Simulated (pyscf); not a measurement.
Thermochemistry of product channels of Na–O–AlH₂ + hydrogen fluoride (HF) on the singlet surface, in kcal/mol, from CCSD(T)/def2-TZVPP + ΔMP2(QZVPP) energies (ideal gas, 1 atm, RRHO with modes under 100 cm⁻¹ raised to 100, one conformer, R ln 2 for chiral ones without a mode under 150 cm⁻¹). Optimised with ωB97X-D3(BJ)/def2-SVP in PySCF. Correlated levels are frozen-core, on RHF or UHF. ΔMP2 is the change of the MP2 total energy from the triple- to the quadruple-zeta basis.

```
products        ΔE  ΔH(298 K)  ΔG(900 K)  ΔG(1200 K)
--------------  --  ---------  ---------  ----------
F–Na + HO–AlH₂   ?       -8.1       -9.0        -9.1
HO–Na + F–AlH₂   ?       -2.6       -4.6        -5.2
```

**Question.** What belongs in the gaps?

**Answer.** 
- F–Na + HO–AlH₂, ΔE: -8.6
- HO–Na + F–AlH₂, ΔE: -2.8

These are energies of the channels, which say nothing of barriers. The CCSD(T) − MP2 part came from Ansatz, without density fitting, on the same reference. The frozen core leaves the outer d or s,p core shells of the metals and heavy elements correlated in the MP2 and CC values, and def2-TZVPP describes them poorly, which can shift differences by a few kcal/mol.
